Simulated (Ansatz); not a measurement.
A made-up structure of CH₆Si₂, singlet:

C1  (-0.737, 0.038, -0.657)
Si2  (0.888, 0.865, -0.134)
Si3  (-0.082, -0.907, 0.852)
H4  (-1.651, 0.612, -0.523)
H5  (1.808, 1.897, 0.194)
H6  (0.775, 2.231, 0.430)
H7  (2.030, 0.715, -1.065)
H8  (0.385, -2.292, 0.606)
H9  (-0.869, -0.772, 2.100)
(Å)

It is relaxed with PBE-D4/def2-SVP and then PBE0-D4/def2-TZVP (Ansatz 0.2.0). Atoms count as bonded within 1.22 times the sum of their covalent radii (H–H: 0.88 Å). The end point is not checked to be a true minimum.

(1) Does its bonding change? (A judgement: the text doesn't fix the answer.)

## Answers

(1) The calculation gives: Yes. Formed: none; broken: Si2–Si3.

Where it ends: The first stage lowers the energy by 5.04 eV in 22 steps. It ends as CH₆Si₂ ([SiH2][CH][SiH3]):
C1  (-0.437, 0.297, -0.003)
Si2  (1.097, 1.200, -0.464)
Si3  (-0.462, -0.957, 1.146)
H4  (-1.372, 0.575, -0.483)
H5  (2.241, 0.652, 0.317)
H6  (0.991, 2.659, -0.179)
H7  (1.410, 1.060, -1.914)
H8  (0.762, -1.400, 1.848)
H9  (-1.683, -1.699, 1.534)
(Å)

Labels in which every atom is bracketed show which atoms are joined, not bond orders.

For scale, one of the runs: PBE0-D4/def2-TZVP relaxation, 141 basis functions, launched by `ansatz run in.yaml --threads 2 --pin off --events-out ev --progress --plain --max-ram 4352MiB`. The run took about 27 s on 2 CPU threads of an Arm Neoverse V1 (shared host).
